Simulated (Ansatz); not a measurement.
**Al₂NH₅: basis-set convergence**

One table from this session's results is given with a row withheld; the runs are named, their logs left out.

Method: one geometry, several basis sets; program: Ansatz 0.2.0, Gaussian basis.

Levels to be run: PBE0-D4/def2-SVP; ωB97M-V/def2-SVP; PBE0-D4/def2-QZVPP; ωB97M-V/def2-QZVPP; the functionals' def2-TZVPP values are taken from earlier runs.

1 further run of the same task is left out (it didn't finish).

## Structure used throughout

All runs share one geometry, relaxed beforehand with PBE0-D4 in a triple-zeta def2 set.

SMILES `[NH2][AlH][AlH2]`, 8 atoms, charge 0, spin multiplicity 1.

Atoms are counted from 1 here; the program's logs count them from 0.

Bond lengths: N1–Al2 1.774 Å, N1–H4 1.008 Å, N1–H5 1.008 Å, Al2–Al3 2.596 Å, Al2–H6 1.593 Å, Al3–H7 1.595 Å, Al3–H8 1.598 Å. Angles: Al2–N1–H4 124.7°, Al2–N1–H5 125.1°, H4–N1–H5 110.1°, N1–Al2–Al3 116.7°, N1–Al2–H6 114.9°, Al3–Al2–H6 128.4°, Al2–Al3–H7 123.4°, Al2–Al3–H8 120.9°, H7–Al3–H8 115.7°.

The first run:

in.yaml reads:

```yaml
crystal:
  periodic: [false, false, false]
  atoms:
    - {symbol: N, position_ang: [-1.287098, 0.844019, -0.929287]}
    - {symbol: Al, position_ang: [0.195091, 0.876118, 0.044439]}
    - {symbol: Al, position_ang: [1.120304, -1.417230, 0.833596]}
    - {symbol: H, position_ang: [-1.780361, 0.006990, -1.196256]}
    - {symbol: H, position_ang: [-1.757306, 1.656253, -1.297593]}
    - {symbol: H, position_ang: [0.784707, 2.329743, 0.322575]}
    - {symbol: H, position_ang: [2.376954, -1.569386, 1.804768]}
    - {symbol: H, position_ang: [0.439809, -2.783510, 0.361959]}
basis:
  gaussian: {orbitals: def2-SVP}
hamiltonian: {xc: pbe0, dispersion: d4}
output: {orbitals: {seedname: orbitals}}
```

Started as:

```bash
ansatz run in.yaml --threads 2 --pin off --events-out ev --progress --plain --max-ram 4352MiB
```

Steps of the session up to this table: PBE0-D4 in def2-SVP; ωB97M-V in def2-SVP; PBE0-D4 in def2-QZVPP; ωB97M-V in def2-QZVPP.

One of the session's tables, all rows but one given; the rest of the session is left out.

It belongs to the step «Functionals by basis». 

| functional | basis | HOMO (eV) | LUMO (eV) |
| --- | --- | --- | --- |
| PBE0-D4 | def2-SVP | -6.80 | -2.34 |
| PBE0-D4 | def2-TZVPP | -6.83 | -2.40 |
| PBE0-D4 | def2-QZVPP | -6.84 | -2.42 |
| ωB97M-V | def2-SVP | -8.68 | -0.61 |
| ωB97M-V | def2-TZVPP | ? | ? |
| ωB97M-V | def2-QZVPP | -8.77 | -0.83 |

Estimate the missing values for ωB97M-V, def2-TZVPP.

The run gave: HOMO (eV): -8.74; LUMO (eV): -0.73. In the column «HOMO (eV)» it lies between ωB97M-V, def2-QZVPP (-8.77) and ωB97M-V, def2-SVP (-8.68).
